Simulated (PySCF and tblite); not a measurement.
Values are calculated unless marked as measured or tabulated.
System: piperazine, C4H10N2, numbered as in [CH2:1]1[CH2:2][NH:3][CH2:4][CH2:5][NH:6]1.

Motion: pyramidal inversion at N3. GFN2-xTB gives an electronic barrier of 6.7 kcal/mol and a reaction energy of 1.1 kcal/mol.

(1) What does PBE0/pcSseg-1 + D3(BJ) give on B3LYP-D3(BJ)/def2-SVP geometries?

(2) And the level of the geometries itself, B3LYP-D3(BJ)/def2-SVP?

Programs: tblite and PySCF.

Results:

(1) A barrier of 4.2 kcal/mol, 2.5 below the tight-binding barrier (from unrounded values), a reaction energy of -1.0 kcal/mol and, with GFN2-xTB thermal terms, ΔG‡(298 K) = 2.9 kcal/mol and k = 1×10¹¹ s⁻¹ (2 equivalent paths).

(2) 3.9 kcal/mol.
